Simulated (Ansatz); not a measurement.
**SiNHO (quintet): from Hartree-Fock to the top rungs, def2-QZVPP**

The task here is to estimate one member of a computed series from the others.

Method: def2-QZVPP, core rule «outside noble gas», up to 7 orbitals frozen; program: Ansatz 0.2.0, Gaussian basis.

The runs, in order: UHF; ROHF; CCSD(T) on UHF.

2 further runs of the same task are left out: 2 set aside as unsound or not needed.

## What is computed

The geometry is a PBE0/def2-TZVP stationary point (not a proven minimum) of the parent state, kept for this charge and spin.

4 atoms, charge 0, spin multiplicity 5.

Atoms are counted from 1 here; the program's logs count them from 0.

Bond lengths: O1–N2 1.191 Å, N2–Si3 1.782 Å, Si3–H4 1.519 Å. Angles: O1–N2–Si3 136.4°, N2–Si3–H4 90.8°.

Geometry (Å):

```xyz
4
HNOSi
O     0.0000   -0.1443    1.6241
N     0.0000    0.3809    0.5556
Si    0.0000   -0.1540   -1.1441
H     0.0000    1.2884   -1.6213
```

The first run:

The input, in.yaml:

```yaml
crystal:
  periodic: [false, false, false]
  atoms:
    - {symbol: O, position_ang: [0.000000, -0.144299, 1.624079]}
    - {symbol: N, position_ang: [0.000000, 0.380867, 0.555568]}
    - {symbol: Si, position_ang: [0.000000, -0.153981, -1.144069]}
    - {symbol: H, position_ang: [0.000000, 1.288393, -1.621334]}
basis:
  gaussian: {orbitals: "def2-QZVPP.json"}
magnetization: {spin_polarized: true, initial_magnetization: 4}
hamiltonian: {xc: hf}
output: {orbitals: {seedname: orbitals}}
```

Run with:

```sh
$ ansatz run in.yaml --threads 1 --pin off --events-out ev --progress --plain --max-ram 2393MiB
```

Steps of the session up to this table: UHF; ROHF; CCSD(T) on UHF.

One table of the session follows, with a row left open; its other results are not shown here.

```
  method  from UCCSD(T) (meV)
    ROHF             +15197.5
     UHF                    ?
    UMP2              +1109.3
   UCCSD               +636.3
UCCSD(T)                    0
```

Estimate the missing values for UHF.

**Answer.** from UCCSD(T) (meV): +14660.2. In the column «from UCCSD(T) (meV)» it lies between UMP2 (+1109.3) and ROHF (+15197.5).
